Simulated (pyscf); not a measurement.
Thermochemistry of product channels of H₃Si–GeH₂–SiH₃ (SMILES [SiH3][GeH2][SiH3]) on the singlet surface, in kJ/mol, from ωB97M-D3(BJ)/def2-TZVP energies (ideal gas, 1 atm, RRHO with modes under 100 cm⁻¹ raised to 100, one conformer, R ln 2 for rigid chiral ones). Optimised with ωB97X-D3(BJ)/def2-SVP in PySCF.

| products | ΔE | ΔH(298 K) | ΔG(298 K) | ΔG(1200 K) |
|---|---|---|---|---|
| SiH₄ (SMILES [SiH4]) + H₂Si=GeH₂ (SMILES [SiH2]=[GeH2]) | +206.4 | +198.8 | +157.9 | +42.8 |
| H₃Si–SiH₂–GeH₃ (SMILES [SiH3][SiH2][GeH3]) | +15.3 | +14.6 | +12.7 | +6.9 |
| SiH₂ (SMILES [SiH2]) [singlet] + H₃Si–GeH₃ (SMILES [SiH3][GeH3]) | +247.0 | +234.8 | +191.6 | +68.2 |
| H₃Si–Ge:–SiH₃ (SMILES [SiH3][Ge][SiH3]) [singlet] + H₂ (SMILES [H][H]) | +173.2 | +162.8 | +126.7 | +13.9 |
| SiH₄ (SMILES [SiH4]) + H₃Si–GeH: (SMILES [SiH3][GeH]) [singlet] | +173.3 | +165.1 | +121.4 | -1.3 |
| H₃Si–SiH₃ (SMILES [SiH3][SiH3]) + GeH₂ (SMILES [GeH2]) [singlet] | +191.0 | +179.5 | +138.0 | +20.2 |

These are energies of the channels, which say nothing of barriers. H₂Si=GeH₂ may be a fragile minimum: a first optimisation, from another start, lost the drawn bonds. Elements up to Kr have no core potential and no relativistic terms here.
